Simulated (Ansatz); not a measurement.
**fcc Sr**

These are BLYP in Ansatz (PAW) values and carry that method's errors.

Numerical settings: plane-wave cutoff 520 eV, 16×16×16 k mesh, Fermi–Dirac smearing 0.05 eV, scalar-relativistic PAW data made under PBE.

Cell (relaxed at this level):

```
Sr
1.0
    0.00000     3.03909     3.03909
    3.03909     0.00000     3.03909
    3.03909     3.03909     0.00000
Sr
1
Direct
  0.00000   0.00000   0.00000
```

For fcc Sr, the bulk modulus is 10.5 GPa and the band gap is none. The pressure derivative B′ of the bulk modulus comes out as 3.9.

Measured, for comparison: bulk modulus 12.5 GPa (corrected for temperature and zero-point phonon effects, our sources range from 12.0 to 12.5; as tabulated in Levämäki et al. (2014), arXiv:1402.3671). Computed (rounded) less measured: bulk modulus -16 % (-12 % to -16 % over the range).

Spin–orbit coupling is not included.

The computed numbers hold no vibrational or temperature effects.

It cost roughly 60 core-seconds of CPU time.

Ansatz is a first-principles code.
